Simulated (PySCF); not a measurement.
Cartesian coordinates (Å):
```xyz
3

C      1.1505    -0.0447     0.0000
C     -0.0435     0.0018     0.0000
H     -1.1070     0.0429     0.0000
```
Charge 0, spin multiplicity 2.

Problem. What highest occupied spin orbital, total energy and dipole moment does CAM-B3LYP-D3(BJ)/def2-TZVP (PySCF 2.14.0) give?

Solution. 
```json
{
  "highest_occupied_spin_orbital": "-10.06 eV",
  "total_energy": "-76.5913 Ha",
  "dipole_moment": "0.78 D"
}
```
